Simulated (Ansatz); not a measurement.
# Al2H (sextet): wave-function methods side by side, cc-pVTZ

How much of the correlation energy of Al2H (sextet) does each wave-function method recover here?

Computed with Ansatz 0.2.0, Gaussian basis. Level: cc-pVTZ, core rule «outside noble gas», up to 10 orbitals frozen.

To be run: UHF; CCSD(T) on ROHF; CCSD(T) on UHF; BCCD(T) on ROHF; CCSDT(Q) on ROHF; CCSDT(Q) on UHF.

27 further runs of the same task are left out: 6 for a known fault of the program, 7 that didn't finish, 14 set aside as unsound or not needed.

## Step 1: The system

The geometry is a PBE0/def2-TZVP stationary point (not a proven minimum) of the parent state, kept for this charge and spin.

3 atoms, charge 0, spin multiplicity 6.

Atoms are counted from 1 here; the program's logs count them from 0.

Bond lengths: Al1–Al2 2.360 Å, Al1–H3 1.583 Å. Angles: Al2–Al1–H3 180.0°.

## Step 2: UHF

Contents of in.yaml:

```yaml
crystal:
  periodic: [false, false, false]
  atoms:
    - {symbol: Al, position_ang: [0.000000, 0.000000, 0.259056]}
    - {symbol: Al, position_ang: [0.000000, 0.000000, -2.101360]}
    - {symbol: H, position_ang: [0.000000, 0.000000, 1.842303]}
basis:
  gaussian: {orbitals: cc-pVTZ}
magnetization: {spin_polarized: true, initial_magnetization: 5}
hamiltonian: {xc: hf}
output: {orbitals: {seedname: orbitals}}
```

Started as:

```console
$ ansatz run in.yaml --threads 1 --pin off --events-out ev --progress --plain --max-ram 2393MiB
```

The runs that follow: CCSD(T) on ROHF; CCSD(T) on UHF; BCCD(T) on ROHF; CCSDT(Q) on ROHF; CCSDT(Q) on UHF.

Before running them: what should the planned runs give, taken together? Wanted: UCCSDT(Q) below the RHF energy; RMP2 from UCCSDT(Q); UMP2 from UCCSDT(Q); RCCSD from UCCSDT(Q); RCCSD(T) from UCCSDT(Q); UCCSD(T) from UCCSDT(Q); RCCSDT(Q) from UCCSDT(Q); T1 diagnostic.

**Answer**, as computed:

| quantity | value |
| --- | --- |
| UCCSDT(Q) below the RHF energy | -2.6912 eV |
| RMP2 from UCCSDT(Q) | +841.5 meV |
| UMP2 from UCCSDT(Q) | +838.2 meV |
| RCCSD from UCCSDT(Q) | +182.7 meV |
| RCCSD(T) from UCCSDT(Q) | +64.2 meV |
| UCCSD(T) from UCCSDT(Q) | +61.1 meV |
| RCCSDT(Q) from UCCSDT(Q) | +4.9 meV |
| levels within 1 kcal/mol (43 meV) | RCCSDT, UCCSDT, RCCSDT(Q) |
| T1 diagnostic | 0.053 |

What this shows: RCCSD(T) misses by +64.2 meV, 2.4 % of the correlation energy. These misses are within one basis, not against nature; the frozen cores of restricted and unrestricted runs differ, which can shift their rows.
